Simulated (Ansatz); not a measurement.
System: C$_{2}$H$_{3}$O$_{2}$ (charge 0, doublet). It need not be the lowest isomer of its formula. SMILES: CO[C]=O
Geometry from a B3LYP-D3(BJ)/def2-TZVP (Ansatz, an electronic-structure program) optimisation:
```
C
H 1 1.0848
H 1 1.0882 2 111.16
H 1 1.0882 2 111.16 3 -123.21
O 1 1.4639 2 105.29 3 118.39
C 5 1.3112 1 116.07 2 -180.00
O 6 1.1861 5 131.06 1 0.00
```
Charge 0, spin multiplicity 2.

Property: atomisation energy (electronic, to ground-state atoms), in kJ/mol. Correlated levels leave the core frozen unless marked. Open shells are spin-unrestricted. No spin-orbit coupling. No relativistic terms. The coupled-cluster limit lacks core correlation, which all-electron functionals hold. CBS marks a two-point X^-3 extrapolation of the correlation energy; Hartree-Fock from the larger set. [CCSD(T)-MP2]/basis is that difference in the basis named.

| level | program | atomisation energy (kJ/mol) |
|---|---|---|
| SVWN5/def2-TZVPD | Ansatz | 3382.2 |
| revPBE-D3(BJ)/def2-TZVPD | Ansatz + dftd3 | 2874.0 |

Q: What does RI-MP2/CBS(cc-pVTZ,cc-pVQZ)+[CCSD(T)-MP2]/cc-pVTZ (Ansatz) give?

A: 2840.9 kJ/mol, so revPBE-D3(BJ)/def2-TZVPD differs from it by 33.1 kJ/mol.
